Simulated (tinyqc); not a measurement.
RHF in the sto-6g basis, for H2O, spin multiplicity 1, step by step. One step of it, computed by the program tinyqc.

Task: Iteration 2: DIIS coefficients. Solve [B -1; -1 0][c; lambda] = [0; -1] for the coefficients, which sum to one.

B (overlaps of the stored error matrices):
$$\begin{pmatrix}
7.4388639e-01 & -8.7182399e-01 \\
-8.7182399e-01 & 4.2288949e+00
\end{pmatrix}$$

Give: DIIS coefficients.

Result:

DIIS coefficients: [0.7594, 0.2406]
